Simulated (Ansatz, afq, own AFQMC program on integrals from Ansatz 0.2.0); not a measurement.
Two steps: Ansatz 0.2.0 writes the Fock matrix and Cholesky factors of the valence space, and afq projects on them the lowest state that overlaps trial and start.

```yaml
crystal:
  periodic: [false, false, false]
  atoms:
    - {symbol: Si, position_ang: [0.000000, -0.002845, 1.563126]}
    - {symbol: Ge, position_ang: [0.000000, -0.022777, -0.587467]}
    - {symbol: H, position_ang: [0.000000, 1.327708, 0.519660]}
    - {symbol: H, position_ang: [0.000000, 0.393070, -1.737597]}
basis:
  gaussian: {orbitals: cc-pVDZ}
magnetization: {spin_polarized: false}
correlation: {method: ccsd_t, electrons: outside_noble_gas, hamiltonian_folder: ham}
```

```sh
$ ansatz run in.yaml --threads 1 --pin off --events-out ev --progress --plain --max-ram 1382MiB
```

Options of the walk:

```
--method phaseless --trial cid --walkers 20 --populations 1 --least-time 40 --time-step 0.02 --steps-per-block 25 --equilibration-blocks 6 --max-blocks 80 --target-error 0.00076 --factor-cut 1e-05 --seed 6227 --taylor-order 6
```

Times are imaginary, in 1/Eh. The walk had a cap of 214 s. Filled inner d shells are frozen with the cores.

Log:

```
orbitals 36  electrons 5 5  factors 292 of 599
reference energy -2365.27576043 Eh
CCSD correlation -0.21336238 Eh in 10 cycles, weight of the determinant in the CISD state 0.8461
energy of the start -2365.489169 Eh
 block  time / (1/Eh)  mean weight  energy / Eh
     1     0.500  0.9983  -2365.485482
     2     1.000  0.9849  -2365.486791
     3     1.500  0.9908  -2365.490100
     4     2.000  1.0126  -2365.492505
     5     2.500  0.9990  -2365.502125
     9     4.500  1.0057  -2365.498750
    15     7.500  0.9935  -2365.497291
    23    11.500  0.9972  -2365.500619
    31    15.500  1.0072  -2365.497682
    39    19.500  1.0076  -2365.492630
    47    23.500  1.0042  -2365.519334
    55    27.500  0.9918  -2365.498230
    61    30.500  0.9951  -2365.491484
    63    31.500  0.9943  -2365.502291
    71    35.500  0.9932  -2365.502499
    79    39.500  1.0039  -2365.507149
    85    42.500  1.0069  -2365.496406
blocks merged  error / Eh  count
     1  0.000688  80
     2  0.000668  40
     4  0.000803  20
     8  0.000787  10
energy -2365.499900 +/- 0.000803 Eh
(rows thinned)
```

The run passed its tests (sampling time, drift between the halves within three errors, error under three times the target), which doesn't prove that it has relaxed. The second half of the sampling lies above the first by 2.0 errors of their difference, so the energy may still be moving and its error bar be too small.

Against this walk (error 21.9 meV) on the same determinant: CCSD(T) 8.1 meV higher (within the noise), CCSDT(Q) 46.6 meV lower, a separate phaseless walk with a CISD trial and standard settings 25.8 ± 31.8 meV lower (within the noise). The error is statistical and leaves out the bias of the constraint.

Cautions: constraint bias not in the error; error above the target (21.9 against 20.7 meV); no relativity below Rb; no spin-orbit coupling; inner d shell frozen; higher spins were not checked; restricted determinant unstable towards unrestricted (UHF 60 meV lower, ⟨S²⟩ 0.34); so few walkers bias the energy; the time-step error isn't removed.

The walk took 6.7 s on 1 thread of Arm Neoverse V2, with other jobs on the host. The log's last line is the phaseless energy.

CCSDT and higher add their correlation energy to the determinant of the CCSD(T) run, since their own runs factorise the integrals more tightly (a shift of under 2 meV). A walk keeps the symmetry of its determinant, which the program's search chose and which needn't be the lowest solution, so a lower state of the same spin and another symmetry isn't excluded.
